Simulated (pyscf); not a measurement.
HO–B(Cl)–Cl + SiH₄ -> H₃Si–O–B(Cl)–Cl + H₂ (four-centre exchange; singlet surface; H–O, H–Si broken, O–Si, H–H formed). Optimised with ωB97X-D3(BJ)/def2-SVP in PySCF. Energies in kcal/mol from the separated reactants.

```
level                   barrier  reaction energy
----------------------  -------  ---------------
PBE/def2-TZVP              37.3            -12.6
r²SCAN/def2-TZVP           38.7            -15.9
B3LYP-D3(BJ)/def2-TZVP     40.4            -16.5
PBE0-D3(BJ)/def2-TZVP      39.3            -14.0
M06-2X/def2-TZVP              …            -18.8
HF/def2-TZVP                  …                …
```

**Question.** Some entries are withheld; supply them.

**Answer.** 
- M06-2X/def2-TZVP, barrier: 41.4
- HF/def2-TZVP, barrier: 60.4
- HF/def2-TZVP, reaction energy: -13.9

The functionals in the table span 4.1 kcal/mol in this barrier, from PBE to M06-2X. This is the saddle that the search found; another between the same sides may lie lower.
